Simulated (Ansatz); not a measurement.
Geometry optimisation, Ansatz, RKS PBE0/6-31G*.

Input file:

```yaml
crystal:
  periodic: [false, false, false]
  atoms:
    - { symbol: O, position_ang: [-1.2087, -0.7436, -0.4323] }
    - { symbol: Si, position_ang: [-0.7794, 0.8786, -0.2919] }
    - { symbol: S, position_ang: [1.0583, 0.7953, 0.7356] }
    - { symbol: H, position_ang: [-0.8457, -1.3015, 0.2265] }
    - { symbol: H, position_ang: [1.8254, 0.2976, -0.2793] }
basis:
  gaussian: { orbitals: "6-31G*" }
hamiltonian:
  xc: pbe0
relax:
  f_tol: 0.02
  max_steps: 50
output:
  orbitals: {}
```

Run as:

```bash
$ ansatz run input.yaml --threads 1 --pin off --max-ram 2048MiB --backend cpu --events-out ev --progress --plain --runs-dir out
```

Question: Where does it end, and by what steps?

Answer: The forces met the threshold. After 11 steps the energy has fallen by 0.438 eV; H5 moved furthest, 0.75 Å.

```csv
step,energy less start (eV),largest force component (eV/Å),accepted
0,0.0000,1.783,yes
1,-0.1335,1.757,yes
2,-0.1593,1.308,yes
3,-0.1467,1.934,no
4,-0.2489,0.849,yes
5,-0.3124,0.441,yes
6,-0.3785,0.281,yes
7,-0.4172,0.437,yes
8,-0.4024,0.334,no
9,-0.4320,0.151,yes
10,-0.4357,0.125,yes
11,-0.4383,0.009,yes
```

```xyz
5
Properties=species:S:1:pos:R:3
O -1.221 -0.666 -0.292
Si -0.966 0.961 -0.088
S 1.179 1.123 0.314
H -0.516 -1.324 -0.230
H 1.574 -0.168 0.255
```

The run took 40 s on 1 thread of Arm Neoverse N1, on a shared host, peak memory 0.12 GiB.
